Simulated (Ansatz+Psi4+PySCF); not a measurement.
Values are calculated unless marked as measured or tabulated.
## Psi4 1.11 run

```
molecule {
1 2
N 0.000000 0.007420 -0.005970
H 0.000000 0.851340 0.619370
O 0.000000 -0.980570 0.711230
}

set basis cc-pVTZ
set reference uhf
set scf_type pk
energy('scf')
```

The input is written out from the run's settings.

Results

```yaml
Converged: yes
Total_energy: -129.46822 hartree
Spin_squared_of_the_determinant: 1.077
Occupied_orbitals_by_symmetry_in_an_Abelian_subgroup_alpha;_beta: 7 Ap 1 App; 6 Ap 1 App
```

This is not the lowest solution: another run reaches a determinant 0.38 eV lower. Caution: the unrestricted determinant is spin contaminated.
